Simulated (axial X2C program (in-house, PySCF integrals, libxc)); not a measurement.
Potential curves of BC⁻, with spin–orbit coupling

Calculated with an in-house relativistic program for diatomic molecules. Two-component (2c) means X2C with spin–orbit coupling and atomic mean-field two-electron Coulomb and Gaunt terms. Basis: C dyall-av3z [8s7p3d2f], B dyall-av3z [8s7p3d2f] (cores contracted in-house); Gaussian nuclei, density fitting, unrestricted open shells. Masses: C 12.000 u, B 11.009 u.

State: Ω = 2 (⟨Sz⟩ = 1.00, ⟨Lz⟩ = 1.00 at LDA). Energies in kJ/mol from the fragments at the same level (C- + B). Fits are polynomials in 1 − R0/R over 0.85 to 1.23 times the lowest point R0.

```
 R (Å)      LDA
1.2424  -506.35
1.2995  -557.55
1.3423  -580.04
1.3852  -591.86
1.4280  -595.09
1.4780  -590.40
1.5280  -578.75
1.5922  -556.51
1.6708  -522.11
1.7850  -465.38
```

One determinant describes the state; a PBE0 search over occupations chose it and may have missed a lower one. Dissociation energies refer to the lowest single-determinant-based atoms at the same level and basis. Density functionals use the spin component along the axis (collinear). In 2c an atomic determinant is not the ground J level, so De misses part of the atomic spin–orbit lowering. This holds for LDA. Other states lie close and PBE0, whose exact exchange favours high spin, may order them wrongly; the determinant shown need not be the ground state. The nearest other 2c determinant of the search, Ω = 1, lies 0.15 eV up at the distance of the search. The functionals have no current-density term, which raises determinants with orbital currents, atoms included. With several unpaired electrons one determinant need not be a pure state. Open-shell Ω = 0 determinants with evenly filled partner blocks cannot be reached by this program, so the Ω shown need not be the lowest component. The highest occupied level of some functionals is positive through self-interaction error; at Hartree–Fock it is bound.

Q: Fit the LDA curve near its minimum: give the equilibrium distance, the harmonic wavenumber and the well depth.

A: At LDA, 2c: Re = 1.425 Å, ωe ≈ 1350 cm⁻¹, De = 6.17 eV to C- + B; Be follows as 1.45 cm⁻¹.
